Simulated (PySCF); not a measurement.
**Property card for `[SiH2](P)C`**

Species: CH₇PSi.
Numbering: `[CH3:1][SiH2:2][PH2:3]` (hydrogens: H4, H5, H6 on C1; H7, H8 on Si2; H9, H10 on P3)

Cartesian coordinates in Å at the GFN2-xTB level; atoms count from 1:
```
atom  x, y, z in Å
C1    -1.4329   -0.4981   -0.1321
Si2    0.0470    0.6911   -0.1140
P3     1.7247   -0.3499    0.9538
H4    -2.3197   -0.0117   -0.5252
H5    -1.6607   -0.8495    0.8707
H6    -1.2331   -1.3711   -0.7476
H7     0.3912    1.0801   -1.4896
H8    -0.2574    1.9035    0.6546
H9     2.0642   -1.1728   -0.1045
H10    2.6856    0.5831    0.6115
```

Among its groups: Si–H bond and C–Si bond.

GFN2-xTB geometry:

```
Rotational constants A, B, C of the GFN2-xTB geometry : 13.563, 3.491, 2.979 GHz
```

From CAM-B3LYP/def2-SVPD ground state and vertical TDDFT (core frozen in the response) (PySCF):

```
Dipole moment                                                     : 0.91 D
HOMO energy                                                       : -8.63 eV
LUMO energy                                                       : 1.00 eV
HOMO–LUMO gap                                                     : 9.63 eV
Lowest singlet excitation                                         : 6.59 eV (188 nm, f = 0.025)
Strongest line among the 8 lowest singlet transitions             : S3 at 7.14 eV (174 nm, f = 0.274)
Lowest triplet excitation (Tamm–Dancoff)                          : 5.73 eV
Static isotropic polarisability                                   : 68.0 au
Electronic spatial extent ⟨r²⟩ about the centre of nuclear charge : 460 bohr²
```

**PBE0/pcSseg-1 ground state and GIAO shieldings, non-relativistic (PySCF)**

```
Lowest Hirshfeld atomic charge                              : -0.21 e on C1
Highest Hirshfeld atomic charge                             : +0.29 e on Si2
13C chemical shifts (computed TMS as zero) by class         : -5.9 (C1) ppm
1H chemical shifts (computed TMS as zero) by class          : 4.48 (H7/H8), 1.00 (H9/H10), 0.28 (H4/H5/H6) ppm
Isotropic shieldings of nuclei other than C and H, by class : 400 (Si2), 622 (P3) ppm
Mayer bond orders between heavy atoms                       : C1–Si2 0.96, Si2–P3 1.00
```

Monoisotopic mass from the formula: 78.0055 u.

The largest Löwdin shares of the HOMO are 0.65 on P3, 0.15 on Si2, 0.07 on H9 and 0.07 on H10. S1 lies 3.04 eV below the HOMO–LUMO gap. The 8 singlets span 6.59 to 8.38 eV, and their oscillator strengths add up to 0.49. The polarisability is 10.08 Å³ as a volume (1 au = 0.148185 Å³), or 1.62 au for each of the 42 electrons. The dipole equals about 3.0 × 10⁻³⁰ C·m (1 D = 3.33564 × 10⁻³⁰ C·m). The vertical singlet–triplet gap S1 − T1 is 0.86 eV (TDDFT singlet less Tamm–Dancoff triplet). With B = h/(8π²I), that is 505.379 GHz u Å² over I, the principal moments of inertia are 37.3, 144.8 and 169.6 u Å² (most abundant isotopes).

One conformer (not necessarily the lowest) at the GFN2-xTB geometry, without solvent or vibrations. NMR classes are plain means over equivalent atoms (diastereotopic ones count apart unless rotation or inversion swaps them), as if these changed places fast; in this geometry the members of some classes differ.
